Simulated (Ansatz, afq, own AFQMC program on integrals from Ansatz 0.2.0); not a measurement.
Integrals from Ansatz 0.2.0, then the random walk in our own AFQMC program (afq).

```yaml
crystal:
  periodic: [false, false, false]
  atoms:
    - {symbol: Ge, position_ang: [0.000000, 0.000000, 0.000000]}
    - {symbol: H, position_ang: [0.000000, 0.000000, 1.741000]}
basis:
  gaussian: {orbitals: cc-pVTZ}
total_charge: 1
magnetization: {spin_polarized: false}
correlation: {method: ccsd_t, electrons: outside_noble_gas, hamiltonian_folder: ham}
```

```sh
$ ansatz run in.yaml --threads 1 --pin off --events-out ev --progress --plain --max-ram 1382MiB
```

afq runs on the folder ham with

```
--method phaseless --trial cisd --walkers 60 --populations 1 --least-time 40 --time-step 0.005 --steps-per-block 50 --equilibration-blocks 28 --max-blocks 300 --target-error 0.00024 --factor-cut 1e-05 --seed 9793 --release-times 0.24,0.5,1,1.5 --release-step 0.02 --release-every 4 --taylor-order 6
```

Times are imaginary, in 1/Eh. The walk had a cap of 525 s. Filled inner d shells are frozen with the cores.

Log:

```
orbitals 43  electrons 2 2  factors 298 of 359
reference energy -2075.65909238 Eh
CCSD correlation -0.08663407 Eh in 10 cycles, weight of the determinant in the CISD state 0.9268
energy of the start -2075.745726 Eh
 block  time / (1/Eh)  mean weight  energy / Eh
     1     0.250  0.9994  -2075.745485
     2     0.500  1.0000  -2075.745602
     3     0.750  1.0014  -2075.745894
     4     1.000  0.9988  -2075.746505
     5     1.250  1.0004  -2075.746652
    10     2.500  1.0000  -2075.747244
    29     7.250  1.0004  -2075.748069
    49    12.250  0.9999  -2075.747437
    61    15.250  0.9994  -2075.745792
    69    17.250  0.9993  -2075.747448
    89    22.250  1.0004  -2075.746945
   109    27.250  0.9997  -2075.746493
   129    32.250  0.9997  -2075.747644
   149    37.250  1.0020  -2075.746640
   169    42.250  1.0011  -2075.747414
   181    45.250  1.0018  -2075.750683
   185    46.250  0.9993  -2075.750671
blocks merged  error / Eh  count
     1  0.000072  160
     2  0.000090  80
     4  0.000109  40
     8  0.000114  20
    16  0.000102  10
released: time / (1/Eh)  energy / Eh  error  mean overlap
  0.24  -2075.747255  0.000155  1.0120
  0.50  -2075.747194  0.000120  1.0078
  1.00  -2075.747335  0.000152  1.0042
  1.50  -2075.747184  0.000132  1.0139
energy -2075.747248 +/- 0.000114 Eh
(rows thinned)
```

The run passed its tests (sampling time, drift between the halves within three errors, error under three times the target), which doesn't prove that it has relaxed.

Against this walk (error 3.1 meV) on the same determinant: CCSD(T) 0.5 meV higher (within the noise), CCSDT(Q) 10.4 meV lower, full CI for this spin (own frozen core, lowest symmetry allowed) 10.8 meV lower. The error is statistical and leaves out the bias of the constraint. Released to 1.50 1/Eh the energy moves by 2 ± 5 meV (both errors), within twice the noise.

Cautions: constraint bias not in the error; no relativity below Rb; no spin-orbit coupling; inner d shell frozen; released walk and highest rung disagree (by 12 meV at 1.50 1/Eh).

The walk took 92 s on 1 thread of Arm Neoverse V1 (shared host). The log's last line is the phaseless energy.

CCSDT and higher add their correlation energy to the determinant of the CCSD(T) run, since their own runs factorise the integrals more tightly (a shift of under 2 meV). A walk keeps the symmetry of its determinant, which the program's search chose and which needn't be the lowest solution, so a lower state of the same spin and another symmetry isn't excluded.
